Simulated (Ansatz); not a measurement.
Born–Oppenheimer molecular dynamics of H$_{6}$SSi$_{2}$ (9 atoms, charge 0, multiplicity 1). It starts at the highest image of a converged band. Of that band: Neighbouring images differ by up to 1.3 eV, so the band resolves the path poorly. A vibrational analysis at the climbing image gives one clearly imaginary mode, 1112i cm⁻¹: a first-order saddle point.

The calculation used RKS LDA/def2-mTZVP in Ansatz 0.2.0.

```json
{
 "ensemble": "NVE (velocity Verlet)",
 "time step": "0.5 fs",
 "steps asked": "200",
 "starting velocities drawn for": "100 K",
 "seed": "9514"
}
```

First frame:

```xyz
9
Properties=species:S:1:pos:R:3
Si -0.757 -0.569 -0.125
H 0.280 -1.165 -1.393
S -0.845 -2.293 0.944
H 0.074 -1.879 -0.761
H -1.835 -0.200 -1.107
Si 0.568 1.245 0.495
H 0.673 2.251 -0.610
H 1.924 0.736 0.867
H -0.083 1.872 1.690
```

Task: How far do the bonds stretch over the last three quarters of this one trajectory? (Pairs bonded in most of those frames.)

Result: 
```json
{"bond": "Si1–H2", "mean (Å)": "1.517", "spread (Å)": "0.046", "shortest": "1.44", "longest": "1.59"}
{"bond": "Si1–S3", "mean (Å)": "2.188", "spread (Å)": "0.093", "shortest": "2.04", "longest": "2.32"}
{"bond": "Si1–H5", "mean (Å)": "1.511", "spread (Å)": "0.020", "shortest": "1.47", "longest": "1.55"}
{"bond": "Si1–Si6", "mean (Å)": "2.341", "spread (Å)": "0.055", "shortest": "2.23", "longest": "2.42"}
{"bond": "S3–H4", "mean (Å)": "1.475", "spread (Å)": "0.182", "shortest": "1.17", "longest": "1.74"}
{"bond": "Si6–H7", "mean (Å)": "1.506", "spread (Å)": "0.036", "shortest": "1.45", "longest": "1.56"}
{"bond": "Si6–H8", "mean (Å)": "1.503", "spread (Å)": "0.022", "shortest": "1.47", "longest": "1.54"}
{"bond": "Si6–H9", "mean (Å)": "1.508", "spread (Å)": "0.017", "shortest": "1.48", "longest": "1.54"}
```

Mean temperature of the second half: 1262 K. The conserved energy stayed within 0.91 meV per atom of its start (net change 0.071 meV per atom), so the integration is sound. The system heated up, since it started high on the potential surface and ran downhill. A run of 0.1 ps of so small a system gives no equilibrium averages. The orbitals stay closed-shell, which can raise the energy where a bond breaks towards radicals; this wasn't checked here.

Time of the run: 110 s on 2 threads of INTEL(R) XEON(R) PLATINUM 8581C CPU @ 2.10GHz (Emerald Rapids) (shared host), peak memory 0.14 GiB.
